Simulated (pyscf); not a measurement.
Optimised with ωB97X-D3(BJ)/def2-SVP in PySCF. Correlated levels are frozen-core, on RHF or UHF. ΔMP2 is the change of the MP2 total energy from the triple- to the quadruple-zeta basis.

Q: How much does it cost (ΔH, 298 K, CCSD(T)/def2-TZVPP + ΔMP2(QZVPP)) to split HO–Sb(OH)–F (SMILES [OH][Sb]([OH])[F]) at its F–Sb bond into HO–Sb•–OH + F•?

A: F–Sb to HO–Sb•–OH + F•: 117.8 kcal/mol. Other isomers of HO–Sb•–OH were not searched in full and may lie lower. The CCSD(T) − MP2 part came from Ansatz, without density fitting, on the same reference. The frozen core leaves the outer d or s,p core shells of the metals and heavy elements correlated in the MP2 and CC values, and def2-TZVPP describes them poorly, which can shift differences by a few kcal/mol. Left out: the spin-orbit lowering of F. Elements past Kr carry the def2 core potentials, without spin-orbit coupling.
